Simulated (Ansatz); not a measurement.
**Energy profile**

The step: BH₃SO ([OH][BH][SH]) → BHO ([BH][O]) + H₂S; bonds formed: S2–H4; bonds broken: B1–S2, O3–H4 (atoms numbered as in the saddle structure below).

B1  (-0.358, 0.728, -0.316)
S2  (1.147, -0.570, 0.512)
O3  (-0.826, -0.046, -1.201)
H4  (0.180, -0.888, -0.616)
H5  (-0.450, 1.809, 0.168)
H6  (0.307, -1.034, 1.453)
(Å)

Electronic energies by CCSD(T) at an estimated basis limit (MP2 extrapolated from triple and quadruple zeta, plus CCSD(T) − MP2 in triple zeta), on PBE0-D4/def2-TZVP structures; BH$_{3}$SO, closed shell; no counterpoise correction. Ansatz 0.2.0; basis: def2-TZVPP and def2-QZVPP; cores frozen in the correlated methods. Extrapolation: Hartree–Fock as exp(−7.88 √X), correlation as X^−2.97.

(1) Give the profile in eV, counted from the start structure. (To be estimated.)

T1 diagnostic: at most 0.020.

## Answers

(1) The calculation gives:
| point | eV |
| --- | --- |
| start structure | 0.000 |
| saddle | 2.180 |
| end structure | 1.123 |
| separated: BHO (linked as [BH][O]; B1, O3, H5; singlet) + H$_{2}$S (S2, H4, H6; singlet) | 1.218 |

For scale, one of the runs: CCSD(T)/def2-TZVPP, 146 basis functions, launched by `ansatz run in.yaml --threads 2 --pin off --events-out ev --progress --plain --max-ram 4352MiB`. Time: 13 s of wall clock on 2 CPU threads of an Arm Neoverse V2; the host was shared. Peak host memory: 0.88 GiB.
